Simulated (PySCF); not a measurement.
NO, SMILES [N]=O (connectivity only; charge and spin as stated), charge +1, multiplicity 1.

The structure is a stationary point at PBE0-D3(BJ)/def2-TZVPD.

Vertical ionisation energy (IE) and electron affinity (EA) in eV. Rows of orbital energies are one-electron estimates. Where ΔSCF, EOM or ADC give a negative EA the extra electron is unbound and the value depends on the basis.

| level | IE | EA |
|---|---|---|
| −ε(HOMO), −ε(LUMO), B3LYP/def2-TZVPD (PySCF) | 25.02 | 13.33 |
| −ε(HOMO), −ε(LUMO), M06-2X/def2-TZVPD (PySCF) | 27.25 | 11.26 |
| EOM-CCSD/aug-cc-pVDZ (PySCF) | 29.16 | 8.29 |
| ADC(2)/aug-cc-pVDZ (PySCF) | 28.73 | 8.40 |

Computed lowest 1s main lines (those of the lightest heavy element) from CVS-ADC(2)-x/aug-cc-pVDZ (PySCF, non-relativistic), with pole strengths:
427.7 eV (1.53).

### Question
Beyond the first one, list the lowest photoelectron lines from ADC(2)/aug-cc-pVDZ in PySCF with their pole strengths (two spins summed). (Estimate from the structure and the level; the computed values follow.)

### Answer
31.66 eV (1.83), 31.66 eV (1.83), 32.78 eV (1.70), 53.47 eV (1.23).
